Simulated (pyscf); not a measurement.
PySCF, gas phase, ωB97X-D3(BJ)/def2-SVP geometries.

### Question
PBE/def2-TZVP puts the barrier of HO–Ge(OH)(OH)–OH + H₂ → HO–GeH(OH)–OH + H₂O (four-centre exchange; singlet surface; Ge–O, H–H broken, Ge–H, H–O formed) at 152.6 kJ/mol and the reaction energy at +27.3 kJ/mol, from the separated reactants. What do r²SCAN/def2-TZVP, B3LYP-D3(BJ)/def2-TZVP, ωB97M-D3(BJ)/def2-TZVP give on the same structures?

### Answer
r²SCAN: ΔE‡ = 165.2 kJ/mol, ΔE = +39.3 kJ/mol; B3LYP-D3(BJ): ΔE‡ = 179.2 kJ/mol, ΔE = +31.7 kJ/mol; ωB97M-D3(BJ): ΔE‡ = 181.0 kJ/mol, ΔE = +30.1 kJ/mol. PBE's barrier lies under all of them, by 12.6 to 28.4 kJ/mol. Its reaction energy lies under all of them, by 2.8 to 12.1 kJ/mol. On the product side the descent ends in a bound adduct (not fully relaxed), 43.4 kJ/mol under the separated species and 192.4 kJ/mol under the saddle at ωB97X-D3(BJ)/def2-TZVP. At the saddle there is also a short Ge–H contact that neither side keeps. One saddle was located; it need not be the lowest between these sides. Elements up to Kr have no core potential and no relativistic terms here.
